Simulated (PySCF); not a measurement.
`C1(OC)=C(C)C1`. The geometry is computed with GFN2-xTB (gas phase).

```
atom  x, y, z in Å
C1     2.1831    0.7176   -0.1625
O2     1.6927   -0.5194    0.3173
C3     0.3718   -0.6668    0.2054
C4    -0.8132   -0.2563   -0.1408
C5    -1.7605    0.7142   -0.7094
C6    -0.7251   -1.6396    0.4776
H7     3.2660    0.6776   -0.0645
H8     1.7894    1.5497    0.4291
H9     1.9113    0.8653   -1.2119
H10   -1.2631    1.6605   -0.9161
H11   -2.5827    0.8907   -0.0154
H12   -2.1850    0.3306   -1.6385
H13   -1.0585   -1.8014    1.4990
H14   -0.8269   -2.5231   -0.1464
```

Task: What is the longest distance between nuclei?

Result: H7···H11, 5.85 Å; the next longest distance is 5.68 Å.

Task: Work out the bond lengths C1–O2, C1–H9, O2–C3, C3–C6, C5–H10, C6–H13, C6–H14 in bohr.

Result: For C1–O2 the difference vector is (-0.4904, -1.2370, 0.4798) Å, of length 1.4145 Å. 1 bohr = 0.529177 Å. C1–O2 2.673; C1–H9 2.067; O2–C3 2.521; C3–C6 2.818; C5–H10 2.058; C6–H13 2.053; C6–H14 2.053 bohr.

Task: How far are the heavy atoms from their best plane (unweighted least squares)?

Result: 0.003 Å rms; none is more than 0.004 Å off.

Task: Where is the centre of mass (commonest isotopes), and what is the radius of gyration?

Result: Mass 84.058 u; centre at (0.205, -0.240, -0.011) Å; Rg = √(Σ m r²/M) = 1.797 Å. As Ia + Ib + Ic = 2 Σ m r², the three principal moments sum to 542.6 u·Å².

Task: What is the repulsion energy of the bare nuclei, Σ ZA·ZB/RAB?

Result: 225.84 Eh over 91 pairs, with full nuclear charges and distances in bohr; the largest single term is 19.04 Eh (O2 with C3).

Task: Write the matrix of distances between heavy atoms (Å, lower triangle).

Result: 
```
C1    0.000
O2    1.415  0.000
C3    2.309  1.334  0.000
C4    3.151  2.561  1.301  0.000
C5    3.981  3.808  2.700  1.471  0.000
C6    3.798  2.670  1.491  1.518  2.832  0.000
```

GFN2-xTB frequencies: not computed here. One conformer, not necessarily the lowest.
